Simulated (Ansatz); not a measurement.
Two structures of CH₈OSi, closed shell, reached by relaxing down either side of one saddle point (PBE0-D4/def2-TZVP). Energies are electronic, without zero-point energy. Program: Ansatz 0.2.0. Basis: def2-TZVPP and def2-QZVPP. Cores are frozen in the correlated methods. Extrapolation: Hartree–Fock as exp(−7.88 √X), correlation as X^−2.97. First:

```
11
angstrom
Si 0.3276 0.9903 0.1075
C 1.4030 -0.5107 0.3566
H -0.5481 1.1599 1.3045
H 1.1602 2.2062 -0.0651
O -0.5877 0.8954 -1.2632
H -2.5677 -1.5429 -0.4389
H -2.7719 -0.9919 0.0227
H 2.0237 -0.3879 1.2489
H 2.0641 -0.6652 -0.4994
H 0.8015 -1.4135 0.4915
H -1.3048 0.2603 -1.2648
```

Second:

Si1  (-0.814, 1.062, -0.645)
C2  (1.335, -1.553, 0.918)
H3  (-0.955, 1.152, 0.834)
H4  (0.605, 1.232, -1.030)
O5  (-1.633, 2.274, -1.406)
H6  (0.294, -1.856, 0.813)
H7  (-1.301, -0.278, -1.072)
H8  (1.389, -0.607, 1.457)
H9  (1.782, -1.436, -0.069)
H10  (1.879, -2.316, 1.474)
H11  (-2.580, 2.325, -1.273)
(Å)

Task: Which bonds change from the first to the second?

Result: CH₆OSi ([CH3][SiH2][OH]) + H₂ → SiH₄O ([OH][SiH3]) + CH₄; bonds formed: Si1–H7, C2–H6; bonds broken: Si1–C2, H6–H7.

Task: Give the saddle point's structure and its height above each. (Judge from chemistry; the value comes from the calculation.)

Result: The calculation gives: 67.07 kcal/mol above the first and 72.00 kcal/mol above the second (CCSD(T) at an estimated basis limit (MP2 extrapolated from triple and quadruple zeta, plus CCSD(T) − MP2 in triple zeta)).
```json
{"atom": "Si1", "x (Å)": "-0.2946", "y (Å)": "0.7735", "z (Å)": "-0.0282"}
{"atom": "C2", "x (Å)": "0.9599", "y (Å)": "-0.9205", "z (Å)": "0.4311"}
{"atom": "H3", "x (Å)": "-0.8453", "y (Å)": "1.1168", "z (Å)": "1.3038"}
{"atom": "H4", "x (Å)": "0.9839", "y (Å)": "1.5288", "z (Å)": "-0.2005"}
{"atom": "O5", "x (Å)": "-0.9618", "y (Å)": "1.3043", "z (Å)": "-1.4401"}
{"atom": "H6", "x (Å)": "-0.3879", "y (Å)": "-0.8532", "z (Å)": "0.1426"}
{"atom": "H7", "x (Å)": "-1.4224", "y (Å)": "-0.5367", "z (Å)": "-0.1073"}
{"atom": "H8", "x (Å)": "1.4676", "y (Å)": "-0.4483", "z (Å)": "1.2720"}
{"atom": "H9", "x (Å)": "1.6060", "y (Å)": "-0.9428", "z (Å)": "-0.4462"}
{"atom": "H10", "x (Å)": "0.7199", "y (Å)": "-1.9543", "z (Å)": "0.7121"}
{"atom": "H11", "x (Å)": "-1.8253", "y (Å)": "0.9324", "z (Å)": "-1.6389"}
```

No T1 diagnostic of these runs exceeds 0.012. The start structure is not quite a true minimum (one mode of 28i cm⁻¹).

Labels in which every atom is bracketed show which atoms are joined, not bond orders.

For scale, one of the runs: CCSD(T)/def2-TZVPP, 216 basis functions, launched by `ansatz run in.yaml --threads 4 --pin off --events-out ev --progress --plain --max-ram 9574MiB`. Hardware: 4 CPU threads of an Intel Xeon, shared host. Wall time 50 s; peak host memory 3.2 GiB.
